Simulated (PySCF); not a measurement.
Potential energy of NaS along the bond

Set-up: PySCF, no relativity, basis sets Na cc-pVDZ, S cc-pV(D+d)Z. Energies in eV from Na + S in their ground configurations at the same level. State: ²Π (doublet), unpaired electrons π ↑.

| R (Å) | HSE06 | UHF-CCSD | B2PLYP |
| --- | --- | --- | --- |
| 2.153 | -1.985 |  | -1.858 |
| 2.253 | -2.255 | -1.785 | -2.136 |
| 2.353 | -2.403 | -1.956 | -2.289 |
| 2.428 | -2.455 | -2.024 | -2.344 |
| 2.503 | -2.469 | -2.052 | -2.361 |
| 2.578 | -2.455 | -2.049 | -2.348 |
| 2.678 | -2.401 | -2.007 | -2.296 |
| 2.803 | -2.294 | -1.913 | -2.191 |
| 2.954 | -2.132 | -1.757 | -2.028 |
| 3.154 | -1.886 |  | -1.780 |

Q: Put a parabola through the three lowest points of the HSE06 curve and estimate Re, k and ωe (reduced mass 13.37 u; 1 eV/Å² = 0.16022 mdyn/Å; ωe = 1302.8·√(k/μ) cm⁻¹).

A: Through R = 2.428, 2.503, 2.578 Å the second-order coefficient is 2.49 eV/Å², so Re ≈ 2.503 Å, k ≈ 0.798 mdyn/Å and ωe ≈ 318 cm⁻¹. A polynomial fit of higher order to the unrounded HSE06 energies gives Re = 2.499 Å, k = 0.836 mdyn/Å, ωe = 326 cm⁻¹; anharmonicity and rounding make the difference.

The higher-order fit for each curve: HSE06: Re = 2.499 Å, ωe = 326 cm⁻¹, De = 2.47 eV; UHF-CCSD: Re = 2.531 Å, ωe = 319 cm⁻¹, De = 2.05 eV; B2PLYP: Re = 2.505 Å, ωe = 326 cm⁻¹, De = 2.36 eV.

Correlated steps freeze 6 core orbitals. Correlated levels converge slowly with the basis: in double zeta they bind strong bonds too weakly, by up to about 1 eV, and carry superposition errors of some tenths. B2PLYP dipoles, levels and charges come from its SCF part alone. The state was picked by a PBE0 search and need not be the measured ground state.
